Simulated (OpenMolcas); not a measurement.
**How methods differ on NOF (nitrosyl fluoride)**

NOF: 3 atoms, total charge 0, spin state singlet. As SMILES, `O=NF`. Geometry: relaxed at PBE0-D4/def2-TZVP.

```xyz
3

O     0.8683    0.2430    0.5047
N     0.1489   -0.4825    0.0299
F    -1.0173    0.2396   -0.5346
```

Each level gives the dipole moment (D). The values are calculated.

**The experiment to reproduce.** NIST CCCBDB; in doubt, as an older value, an estimate or one at odds with other calculations gives the dipole moment of the gas as 1.81 D.

```
            level             kind     program  value (D)  computed − measured
    HF/def2-TZVPP     Hartree–Fock  OpenMolcas       1.64                -0.17
 SVWN5/def2-TZVPP              LDA  OpenMolcas       1.27                -0.54
   PBE/def2-TZVPP              GGA  OpenMolcas       1.26                -0.55
 M06-L/def2-TZVPP         meta-GGA  OpenMolcas       1.40                -0.41
  TPSS/def2-TZVPP         meta-GGA  OpenMolcas       1.30                -0.51
 B3LYP/def2-TZVPP    global hybrid  OpenMolcas       1.39                -0.42
 BHLYP/def2-TZVPP    global hybrid  OpenMolcas       1.52                -0.29
M06-2X/def2-TZVPP  hybrid meta-GGA  OpenMolcas       1.52                -0.29
```

Nearest: HF/def2-TZVPP (-0.17 D); farthest: PBE/def2-TZVPP (-0.55 D). The measured dipole is a vibrational average, so differences of a few hundredths of a debye mean little. Computed less measured by kind, in D (of the ab initio rows, those in def2-TZVPP): Hartree–Fock -0.17; LDA -0.54; GGA -0.55; meta-GGA -0.51 to -0.41; global hybrid -0.42 to -0.29. Magnitudes only.
